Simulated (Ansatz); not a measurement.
**SiHCl (SMILES [SiH]Cl) at wB97M-V/cc-pVTZ**

What is the energy change on altering one bond length of SiHCl at wB97M-V/cc-pVTZ? 

Program for the calculation: Ansatz 0.2.0.

59 further runs of the same task are left out: 59 set aside as unsound or not needed.

## Step 1: The system as given

The species is SiHCl (3 atoms), meant as a singlet with charge 0. As SMILES, `[SiH]Cl`. The shape is that of a PBE0-D4/def2-TZVP optimisation.

Bond lengths: Si1–Cl2 2.077 Å, Si1–H3 1.529 Å. Angles: Cl2–Si1–H3 94.7°.

## Step 2: A single-point energy at wB97M-V/cc-pVTZ

job.yaml reads:

```yaml
crystal:
  periodic: [false, false, false]
  atoms:
    - {symbol: Si, position_ang: [-0.548300, 0.570970, -0.233910]}
    - {symbol: Cl, position_ang: [1.275420, 0.352820, 0.736230]}
    - {symbol: H, position_ang: [-0.727130, -0.923790, -0.502320]}
basis:
  gaussian:
    orbitals: cc-pVTZ
hamiltonian:
  xc: {name: wB97M-V}
accuracy: high
output: {orbitals: {seedname: orbitals}}
```

Started as:

```console
$ ansatz run job.yaml --threads 1 --pin off --max-ram 3480MiB --events-out events.jsonl --progress --plain --runs-dir runs
```

The log of the run:

```text
Warning: RAYON_NUM_THREADS=1 ignored (pool sized by the plan → 1); use --threads N
Functional definition: wB97M-V
  name "wB97M-V"
  parameter omega = 0.3/bohr
  parameter cx = 0.15
  parameter cx01 = 1.007
  parameter cx10 = 0.259
  parameter css00 = 0.443
  parameter css04 = -1.437
  parameter css10 = -4.535
  parameter css20 = -3.390
  parameter css43 = 4.278
  parameter cos00 = 1.000
  parameter cos10 = 1.358
  parameter cos20 = 2.924
  parameter cos21 = -8.812
  parameter cos60 = -1.390
  parameter cos61 = 9.142
  parameter b = 6.0
  parameter c = 0.01
  gx(w, u) = 1 - cx + cx01*u + cx10*w
  gss(w, u) = css00 + css04*u^4 + css10*w + css20*w^2 + css43*w^4*u^3
  gos(w, u) = cos00 + cos10*w + (cos20 + cos21*u)*w^2 + (cos60 + cos61*u)*w^6
  exchange = spin_sum(e_x_unif_sr(omega)*gx(b97_w, b97_u_x)) + cx*exact_x_sr(omega) + exact_x_lr(omega)
  correlation = spin_sum(e_c_pw_mod_same_spin*gss(b97_w, b97_u_same))
      + integral(e_c_pw_mod_opposite_spin*gos(b97_w_opposite, b97_u_opposite)) + vv10(b, c)
1263 factors; integrals over basis functions are off by at most 3.9e-9 eV
273 factors; integrals over basis functions are off by at most 1.9e-9 eV
mean field evaluation 1: about -20415.4645 eV, gradient 1.2e1 eV
mean field evaluation 2: about -20415.7717 eV, gradient 9.0e0 eV
mean field evaluation 4: about -20415.9538 eV, gradient 8.4e-1 eV
mean field evaluation 8: about -20415.9608 eV, gradient 6.2e-2 eV
mean field evaluation 16: about -20415.9608 eV, gradient 3.8e-5 eV
mean field -20415.96083484 eV, -750.2727222452 hartree, gradient 3.8e-8 eV, S^2 0.000000; 0 other end points of the search recorded, 0 dependent functions left out
reference -20415.96083794 eV, -750.2727223590 hartree; 16, 16 occupied and 66, 66 virtual orbitals, 1263 factors
Total energy: -20415.96083794 eV, -750.2727223590 hartree
```

Run time: 26 s. Hardware: 1 thread of Arm Neoverse V1, shared host; peak memory 0.32 GiB.

## Step 3: The distorted shape, same level

input.yaml reads:

```yaml
crystal:
  periodic: [false, false, false]
  atoms:
    - {symbol: Si, position_ang: [-1.095375, 0.636410, -0.524930]}
    - {symbol: Cl, position_ang: [1.275420, 0.352820, 0.736230]}
    - {symbol: H, position_ang: [-1.274205, -0.858350, -0.793340]}
basis:
  gaussian: {orbitals: cc-pVTZ}
hamiltonian: {xc: {name: wB97M-V}}
accuracy: high
output: {orbitals: {seedname: orbitals}}
```

Started as:

```console
$ ansatz run input.yaml --threads 1 --pin off --max-ram 3480MiB --events-out events.jsonl --progress --plain --runs-dir runs
```

The log of the run (excerpt; [...] marks lines left out):

```text
Warning: RAYON_NUM_THREADS=1 ignored (pool sized by the plan → 1); use --threads N
Functional definition: wB97M-V
  name "wB97M-V"
[...]
  gx(w, u) = 1 - cx + cx01*u + cx10*w
  gss(w, u) = css00 + css04*u^4 + css10*w + css20*w^2 + css43*w^4*u^3
  gos(w, u) = cos00 + cos10*w + (cos20 + cos21*u)*w^2 + (cos60 + cos61*u)*w^6
[...]
      + integral(e_c_pw_mod_opposite_spin*gos(b97_w_opposite, b97_u_opposite)) + vv10(b, c)
1214 factors; integrals over basis functions are off by at most 4.1e-9 eV
286 factors; integrals over basis functions are off by at most 1.5e-9 eV
[...]
mean field -20414.60074358 eV, -750.2227398132 hartree, gradient 6.8e-8 eV, S^2 0.000000; 0 other end points of the search recorded, 0 dependent functions left out
reference -20414.60074685 eV, -750.2227399334 hartree; 16, 16 occupied and 66, 66 virtual orbitals, 1214 factors
Total energy: -20414.60074685 eV, -750.2227399334 hartree
```

It took 26 s on 1 thread of Arm Neoverse V1, shared host; peak memory 0.31 GiB.

## Step 4: Results

Level: wB97M-V/cc-pVTZ.

```
                                                           quantity          value
                                          first shape: total energy  -750.27272 Eh
                                           first shape: HOMO energy       -9.06 eV
                                           first shape: LUMO energy       -0.92 eV
                                         first shape: HOMO–LUMO gap        8.14 eV
                                      distorted shape: total energy  -750.22274 Eh
                                       distorted shape: HOMO energy       -9.83 eV
                                       distorted shape: LUMO energy       -2.05 eV
                                     distorted shape: HOMO–LUMO gap        7.78 eV
energy change with the Si1–Cl2 bond stretched from 2.077 to 2.700 Å       1.360 eV
```

In words: With the Si1–Cl2 bond stretched from 2.077 to 2.700 Å the energy rises by 1.36 eV (31 kcal/mol). The first shape isn't relaxed at this level, so the change isn't measured from a minimum.
